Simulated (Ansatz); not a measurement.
A calculation with Ansatz (development build ahead of 0.2.0).

```yaml
crystal:
  periodic: [false, false, false]
  atoms:
    - { symbol: S, position_ang: [-0.07392, 0.13728, -0.10869] }
    - { symbol: H, position_ang: [-0.00455, 0.02895, 1.36943] }
basis:
  gaussian: { orbitals: def2-SVP }
magnetization:
  spin_polarized: true
  initial_magnetization: 1
hamiltonian:
  xc: hf
correlation:
  method: mp2
  frozen_orbitals: { H: 0, S: 5 }
```

The input is written out in the form of the current development build from the run's settings.

The run gave:

```yaml
Converged: yes
Reference_energy: -397.95102 hartree
Correlation_energy: -0.11099 hartree
Total_energy: -398.06201 hartree
Spin_squared_of_the_determinant: 0.759
```
